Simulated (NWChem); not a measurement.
Species: methane (CH4); SMILES C

```xyz
5

C      0.0000     0.0000     0.0000
H     -0.8540    -0.2418    -0.6465
H      0.8689     0.2544    -0.6213
H     -0.2557     0.8552     0.6396
H      0.2407    -0.8678     0.6282
```
Atoms are numbered in this order, from 1.

Computed with NWChem. The geometry was optimised at PBE0/def2-SVP. Isotropic indirect couplings, all four terms, static geometry, non-relativistic.

Predict the results for B3LYP/IGLO-III. Quantities: J(13C atom 1, 1H atom 4) (Hz); J(1H atom 4, 1H atom 5) (Hz).

The J(13C atom 1, 1H atom 4) (Hz) is 124.7 and the J(1H atom 4, 1H atom 5) (Hz) is -11.1.
